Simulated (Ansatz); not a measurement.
# Cr–CH$_{2}$⁺, sextet in def2-SVP: errors against UCCSDT(Q)

Geometry: displaced at random from a stationary point.

```
atom    x (Å)    y (Å)    z (Å)
  Cr   0.0003   0.0026   0.4459
   C  -0.0006  -0.0136  -1.5587
   H   0.0474   0.9426  -2.2288
   H  -0.0554  -0.9139  -2.1990
```

Basis def2-SVP; Ansatz 0.2.0. Only valence electrons are correlated (noble-gas cores frozen), which leaves 11 electrons in 45 orbitals. R marks a restricted (for open shells ROHF) determinant, U an unrestricted one. No spin–orbit coupling is included, and no scalar relativity. The metal's outer-core shells are frozen, which leaves out core–valence correlation.

Full CI isn't at hand for all of this; UCCSDT(Q) serves as the reference, and is uncertain by about the last step of the cluster series. The frozen core follows each run's orbitals, which can shift R against U totals by a few meV for light atoms and by up to 0.1 eV past Ca.

Unrestricted rows (U) aren't spin-pure: their determinants' ⟨S²⟩ exceeds S(S+1) by up to 0.18, so they mix in states of higher spin.

The UHF ⟨S²⟩ is 8.929, the T1 diagnostic (RCCSD) is 0.0640 and the largest doubles amplitude (RCCSD) is 0.075. The T1 diagnostic (UCCSD) is 0.0865.

```tsv
level	E − E(UCCSDT(Q)) (kJ/mol)	share of correlation (%)	wall time
UHF	576.6	1.58	4.4 s
UMP2	125.3	78.61	–
UCCSD	23.9	95.91	–
UCCSD(T)	5.4	99.08	31 s
UCCSDT	1.0	99.83	–
```

The correlation energy at UCCSDT(Q), counted from RHF, is -6.072 eV. That run took 2.8 min on 1 thread of Arm Neoverse V2, shared host.

Run but not shown, since their state or frozen core can't be matched to the reference's or they repeat it: RHF, RMP2, CISD, RCCSD, RCCSD(T), RCCSDT, RCCSDT(Q).

Times hold each run's SCF and search for its determinant on a shared host, so for small cases they say little of a method's own cost; they ran on 1 thread of Arm Neoverse V2.
